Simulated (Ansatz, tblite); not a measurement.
Isomers of SiO₂ (singlet), found by a short tight-binding search and relaxed with PBE0-D4/def2-TZVP in Ansatz.

The xTB rows come from tblite. Correlated methods freeze 7 core orbitals.

Run but left out: HF/def2-TZVPP (A: restricted singlet, unstable towards broken spin symmetry); PBE-QIDH/def2-TZVP (A: restricted singlet, unstable in another Hartree–Fock run and untested here).

A: The restricted singlet is unstable towards broken spin symmetry in Hartree–Fock (as tested in another run); at PBE-D4/def2-TZVP, revPBE-D4/def2-TZVP, r2SCAN-D4/def2-TZVP, PBE0-D4/def2-TZVP this wasn't settled. At CCSD(T)/def2-TZVPP T1 of the charge 0 singlet is large (up to 0.022), so the single-reference result is doubtful. At CCSD(T)/def2-TZVPP the restricted singlet (for correlated methods, its reference) is unstable: a solution with broken spin symmetry lies lower. B: At CCSD(T)/def2-TZVPP T1 of the charge 0 singlet is large (up to 0.024), so the single-reference result is doubtful.

Other spin states were run for one of them alone.

A:

```xyz
3

Si   -0.441   -0.827    0.274
O    -0.100    0.353   -0.835
O     0.541    0.474    0.561
```

B:

```xyz
3

Si    0.000    0.000    0.000
O     0.519    1.316   -0.514
O    -0.519   -1.316    0.515
```

Estimate which lies lowest at each level, and how far above it the others are (kJ/mol).


```tsv
level	A	B
GFN1-xTB	421.2	0.0
GFN2-xTB	473.0	0.0
PBE-D4/def2-TZVP	231.8	0.0
revPBE-D4/def2-TZVP	231.8	0.0
r2SCAN-D4/def2-TZVP	250.5	0.0
PBE0-D4/def2-TZVP	232.3	0.0
MP2/def2-TZVPP	280.5	0.0
CCSD/def2-TZVPP	237.2	0.0
CCSD(T)/def2-TZVPP	238.9	0.0
```
Point groups (tolerance 0.1 Å): A C2v, B D∞h. Lower isomers may exist.
